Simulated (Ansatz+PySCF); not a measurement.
Results of a calculation; reference values are marked as such.
This Ansatz input gave a total energy of -37.89702 hartree.

```yaml
crystal:
  periodic: [false, false, false]
  atoms:
    - { symbol: C, position_ang: [0.0, 0.0, -0.20485] }
    - { symbol: H, position_ang: [0.0, 0.0, 1.22912] }
basis:
  gaussian: { orbitals: "6-31G" }
total_charge: 1
hamiltonian:
  xc: hf
correlation:
  method: mp2
  frozen_orbitals: { C: 1, H: 0 }
scf:
  omitted_lower_state_checks: [stability, starts, atomic_configurations, cluster_reference, orbital_swaps, given_window_search, neighbouring_geometries, increment]
```

(1) Write an input for PySCF with the same method and basis set.

## Answers

(1)

```python
from pyscf import gto, scf, mp

mol = gto.M(atom="""
C 0.000000 0.000000 -0.204850
H 0.000000 0.000000 1.229120
""", basis='6-31g', charge=1, spin=0)
mf = scf.RHF(mol)
mf.kernel()
pt = mp.MP2(mf, frozen=1).run()
print(mf.e_tot, pt.e_corr, pt.e_tot)
```

PySCF 2.14.0 gave -37.89702 hartree, 0.03 meV from the first. Caution: bonds are stretched, where a single reference can fail.
